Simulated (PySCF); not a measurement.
**One elementary step**

Start structure (C2H8Si, closed shell), relaxed at PBE0-D4/def2-TZVP:

```csv
atom,x (Å),y (Å),z (Å)
Si1,-0.7108,-0.1068,-0.1007
C2,0.5482,-1.4770,0.1031
H3,-1.4100,-0.2631,-1.4086
H4,-1.7428,-0.2166,0.9704
C5,0.0957,1.5806,-0.0206
H6,0.0714,-2.4588,0.0579
H7,1.3036,-1.4325,-0.6852
H8,1.0598,-1.3950,1.0656
H9,0.8439,1.6924,-0.8091
H10,-0.6437,2.3751,-0.1431
H11,0.5940,1.7292,0.9405
```

The step: C₂H₈Si (C[SiH2]C) → CH₄Si ([CH3][SiH]) + CH₄; bonds formed: C2–H3; bonds broken: Si1–C2, Si1–H3. Program: PySCF 2.14 with density fitting (its default auxiliary sets; JK sets also for MP2 and CCSD(T)). Basis: def2-TZVPP and def2-QZVPP. Cores are frozen in the correlated methods. Extrapolation: Hartree–Fock as exp(−7.88 √X), correlation as X^−2.97. Energies below are by CCSD(T) at an estimated basis limit (MP2 extrapolated from triple and quadruple zeta, plus CCSD(T) − MP2 in triple zeta).

(1) What are the electronic barrier and the energy of the step, from the start structure to the end structure? (An estimate is asked for; the value comes from the calculation.)

T1 diagnostic: at most 0.014. The restricted Hartree–Fock reference is unstable towards an unrestricted one at one or more of these structures.

Answers

(1) Computed: Barrier 3.259 eV; step energy 2.294 eV (uphill); reverse barrier, their difference, 0.965 eV. Barrier and step energy count from the start structure, the reverse barrier from the end structure.

The saddle point: One imaginary mode of 1224i cm⁻¹.
| pair | start (Å) | saddle (Å) | end (Å) |
| --- | --- | --- | --- |
| C2–H3 | 2.76 | 1.50 | 1.11 |
| Si1–C2 | 1.87 | 2.24 | 2.98 |
| Si1–H3 | 1.49 | 1.52 | 2.25 |

Zero-point energy (harmonic, PBE0-D4): ZPE is 2.448 eV at the start and 2.376 eV at the saddle, so the barrier goes from 3.259 to 3.187 eV.

First-order rate constant out of the start structure at 298 K by transition-state theory, with harmonic vibrational free energies alone and no tunnelling: ΔA‡ = 3.178 eV, so k = (kB T/h) exp(−ΔA‡/kB T) ≈ 10^-41 s⁻¹ (an order of magnitude at best: rotation, the number of equivalent paths and anharmonicity are left out).

Losses and insertions of silylenes and their heavier kin drive the gas-phase chemistry of silicon and germanium vapour deposition.

Labels in which every atom is bracketed show which atoms are joined, not bond orders.

For scale, one of the runs: CCSD(T)/def2-TZVPP, 216 basis functions, launched by `OMP_NUM_THREADS=4 python run.py`. The run took 11 min on 4 CPU threads of an Intel Xeon (shared host), with 2.9 GiB of host memory at its peak.
